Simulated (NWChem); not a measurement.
# Extrapolating the UMP2 correlation energy of HN

```xyz
2

N      0.0000     0.0000     0.1326
H      0.0000     0.0000    -0.9279
```
Charge 0, spin multiplicity 3.

Everything below was run with NWChem. The geometry was optimised at UPBE/def2-SVP, a minimum by its harmonic frequencies.

The correlated methods keep 1 core orbital frozen. This spin state was chosen for the runs; another may lie lower. The structure started from a generated list of species. The unpaired electrons of the parent sit in orbitals of symmetry b1 and b2 (C2v labels of the run); other states weren't searched. No SCF solution was tested for a lower state. Open-shell Hartree-Fock references start from PBE0 orbitals.

Worked example. The UMP2 correlation energy is -137.11 mHa in cc-pVTZ and -147.99 mHa in cc-pVQZ. The form E(X) = E∞ + A/X³ turns the pair into an estimate of the basis-set limit.

E∞ = (4³·(-147.99) − 3³·(-137.11))/(4³ − 3³) = -155.9 mHa. The larger basis holds 95 % of that. This is a two-point estimate.
